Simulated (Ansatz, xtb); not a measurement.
**C4H8Cl+: which of two conformers lies lower**

Structure X is `CC[C+](C)Cl`, a singlet and structure Y is `CC[C+](C)Cl`, a singlet. Both are isolated ions in the gas phase, relaxed with B3LYP-D3(BJ)/def2-SVP.

X (Å):

```yaml
atoms:
  - { symbol: C, position_ang: [0.9465, 0.3309, -0.5273] }
  - { symbol: C, position_ang: [-0.0449, 0.7620, 0.4664] }
  - { symbol: C, position_ang: [-1.2846, 1.4436, 0.0892] }
  - { symbol: C, position_ang: [-2.3818, 1.6510, 1.1212] }
  - { symbol: Cl, position_ang: [0.2664, 0.4478, 2.0711] }
  - { symbol: H, position_ang: [0.8064, -0.7644, -0.6581] }
  - { symbol: H, position_ang: [1.9787, 0.4612, -0.1666] }
  - { symbol: H, position_ang: [0.7857, 0.8100, -1.5027] }
  - { symbol: H, position_ang: [-1.6365, 0.9523, -0.8423] }
  - { symbol: H, position_ang: [-0.9026, 2.4163, -0.3123] }
  - { symbol: H, position_ang: [-2.0304, 2.2501, 1.9733] }
  - { symbol: H, position_ang: [-3.2210, 2.1842, 0.6548] }
  - { symbol: H, position_ang: [-2.7571, 0.6886, 1.4997] }
```

Y (Å):

```xyz
13

C    -1.9338    0.2089   -0.5168
C    -0.9401    1.4258   -0.5676
C    -0.5568    1.7509    0.8062
C     0.6158    1.1671    1.4598
Cl   -1.5138    2.8012    1.6756
H    -2.1785   -0.0431   -1.5581
H    -2.8560    0.4803    0.0137
H    -1.4763   -0.6682   -0.0390
H    -0.0445    1.1289   -1.1352
H    -1.4422    2.2762   -1.0511
H     0.8714    0.1897    1.0226
H     0.5414    1.1363    2.5549
H     1.4615    1.8466    1.2041
```

Estimate E(Y) − E(X) at the level CCSD(T)/def2-SVP + ΔMP2/def2-TZVPP.

Too close to call at this level: CCSD(T)/def2-SVP + ΔMP2/def2-TZVPP gives E(Y) − E(X) = −0.71 kJ/mol.

Level by level:

```tsv
level	geometry	E(Y) − E(X) (kJ/mol)	departure from the last row (kJ/mol)	job, with rough time for the two
B3LYP-D3(BJ)/def2-SVP	B3LYP-D3(BJ)/def2-SVP	+3.66	+4.37	optimisation, 2.3 min
HF/def2-SVP	B3LYP-D3(BJ)/def2-SVP	+1.96	+2.67	part of the CCSD(T) run
MP2/def2-SVP	B3LYP-D3(BJ)/def2-SVP	+1.58	+2.29	part of the CCSD(T) run
CCSD(T)/def2-SVP	B3LYP-D3(BJ)/def2-SVP	+2.12	+2.83	single point
CCSD(T)/def2-SVP + ΔMP2/def2-TZVPP	B3LYP-D3(BJ)/def2-SVP	−0.71		single point, 68 s
```

The largest departure from CCSD(T)/def2-SVP + ΔMP2/def2-TZVPP is that of B3LYP-D3(BJ)/def2-SVP, 4.37 kJ/mol. Levels run at GFN2-xTB geometries aren't shown. The last row adds to CCSD(T) the change of the MP2 difference between the two basis sets, here −2.83 kJ/mol.

With harmonic frequencies from B3LYP-D3(BJ)/def2-SVP (ideal gas, rigid rotor, one conformer each, 200 K, 1 atm): the zero-point term adds +2.38 kJ/mol; ΔH is +1.70 and ΔG +1.73 kJ/mol.

The correlated steps freeze 9 core orbitals. Run with Ansatz 0.2.0; the last row on 2 threads of Arm Neoverse N1 on a shared host.
